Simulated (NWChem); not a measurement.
# SiHClO (SMILES O[Si]Cl): PBE0/6-31G(d) (spherical functions)

Aim: the vertical ionisation energy of SiHClO at PBE0/6-31G* (spherical functions), from 2 runs. 

Program for the calculation: NWChem 7.3.0.

**1. Starting point**

SiHClO: 4 atoms, total charge 0, spin state singlet. As SMILES, `O[Si]Cl`. Geometry: relaxed at PBE0-D4/def2-TZVP.

Bond lengths: O1–Si2 1.637 Å, Si2–Cl3 2.110 Å, O1–H4 0.963 Å. Angles: O1–Si2–Cl3 101.3°, Si2–O1–H4 120.4°.

**2. The energy at PBE0/6-31G(d) (spherical functions)**

Contents of work.nw:

```
start work
title "ClHOSi energy"
memory 2200 mb
geometry units au noautosym nocenter noautoz
   O  -1.72305228  0.85075470 -0.58335845
   Si -0.82051908 -1.49231672  1.22265280
   Cl  3.14129174 -1.32469801  0.79633059
   H  -0.49284057  1.85268749 -1.47398638
end
basis spherical bse
   * library 6-31G*
end
dft
   xc pbe0
   grid fine
   convergence energy 1e-08
   iterations 100
   mulliken
   noprint "final vectors analysis"
end
task dft
```

The run is started by

```bash
nwchem work.nw > work.out
```

Output:

```text
[...]
          Wavefunction type:  closed shell.
          No. of atoms     :     4
          No. of electrons :    40
[...]
          Charge           :     0
          Spin multiplicity:     1
[...]
          AO basis - number of functions:    52
[...]
              XC Information
              --------------
                         PBE0 Method XC Functional
                     Hartree-Fock (Exact) Exchange  0.250
          PerdewBurkeErnzerhof Exchange Functional  0.750
            Perdew 1991 LDA Correlation Functional  1.000 local
           PerdewBurkeErnz. Correlation Functional  1.000 non-local
[...]
 d= 0,ls=0.0,diis     1   -825.1166438744 -9.57D+02  2.08D-02  5.44D-01     0.6
[...]
 d= 0,ls=0.0,diis     8   -825.1810687331 -9.06D-09  4.59D-06  6.04D-08     3.3
         Total DFT energy =     -825.181068733070
      One electron energy =    -1402.579595938378
           Coulomb energy =      503.789543819367
    Exchange-Corr. energy =      -57.818844970173
 Nuclear repulsion energy =      131.427828356114
[...]
      Total Density - Mulliken Population Analysis
     ---------------------------------------------
    Atom       Charge   Shell Charges
 -----------   ------   -------------------------------------------------------
    1 O    8     8.69   2.00  0.90  2.92  0.93  1.92  0.02
    2 Si  14    13.42   2.00  2.00  5.96  1.22  1.23  0.61  0.22  0.19
    3 Cl  17    17.34   2.00  2.00  5.97  1.39  3.62  0.58  1.76  0.01
    4 H    1     0.55   0.46  0.09
[...]
```

Run time: 3.9 s. Hardware: 1 thread of Intel Xeon 6975P-C (Granite Rapids), shared host; peak memory 0.11 GiB.

**3. The doublet cation at the same level**

Contents of calc.nw:

```
start calc
memory 2200 mb
charge 1

geometry units au noautosym nocenter noautoz
  O   -1.72305228   0.85075470  -0.58335845
  Si  -0.82051908  -1.49231672   1.22265280
  Cl   3.14129174  -1.32469801   0.79633059
  H   -0.49284057   1.85268749  -1.47398638
end

basis spherical bse
  * library 6-31G*
end

dft
  xc pbe0
  mult 2
  grid fine
  convergence energy 1e-08
  maxiter 100
  mulliken
  noprint "final vectors analysis"
end

task dft energy
```

The run is started by

```bash
nwchem calc.nw > calc.out
```

Output:

```text
[...]
          Wavefunction type:  spin polarized.
          No. of atoms     :     4
          No. of electrons :    39
[...]
          Charge           :     1
          Spin multiplicity:     2
[...]
          AO basis - number of functions:    52
[...]
              XC Information
              --------------
                         PBE0 Method XC Functional
                     Hartree-Fock (Exact) Exchange  0.250
          PerdewBurkeErnzerhof Exchange Functional  0.750
            Perdew 1991 LDA Correlation Functional  1.000 local
           PerdewBurkeErnz. Correlation Functional  1.000 non-local
[...]
 d= 0,ls=0.0,diis     1   -824.6053734540 -9.56D+02  2.22D-02  4.47D-01     0.7
[...]
 d= 0,ls=0.0,diis    13   -824.8140020343 -6.54D-09  4.99D-07  2.58D-10     7.4
[...]
         Total DFT energy =     -824.814002034282
      One electron energy =    -1391.669536754998
           Coulomb energy =      492.921961783269
    Exchange-Corr. energy =      -57.494255418666
 Nuclear repulsion energy =      131.427828356114
[...]
      Total Density - Mulliken Population Analysis
     ---------------------------------------------
    Atom       Charge   Shell Charges
 -----------   ------   -------------------------------------------------------
    1 O    8     8.61   2.00  0.91  2.91  0.93  1.84  0.02
    2 Si  14    12.90   2.00  2.00  5.96  1.14  1.27  0.21  0.12  0.20
    3 Cl  17    17.01   2.00  2.00  5.97  1.44  3.55  0.54  1.49  0.02
    4 H    1     0.48   0.44  0.05
[...]
      <S2> =      0.7565 (Exact =     0.7500)
[...]
```

It took 8.1 s on 1 thread of Intel Xeon 6975P-C (Granite Rapids), shared host; peak memory 0.11 GiB.

**4. Outcome**

Level: PBE0/6-31G* (spherical functions).

```
                                          quantity          value
                      singlet SiHClO: total energy  -825.18107 Eh
                     singlet SiHClO: dipole moment         1.29 D
                      doublet cation: total energy  -824.81400 Eh
                              doublet cation: ⟨S²⟩          0.756
vertical ionisation energy (to the doublet cation)       9.988 eV
```

What this shows: Removing an electron at fixed nuclei costs 9.99 eV (964 kJ/mol). Mulliken charges (singlet SiHClO) run from -0.69 on O1 to +0.58 on Si2. Mulliken charges (doublet cation) run from -0.61 on O1 to +1.10 on Si2.
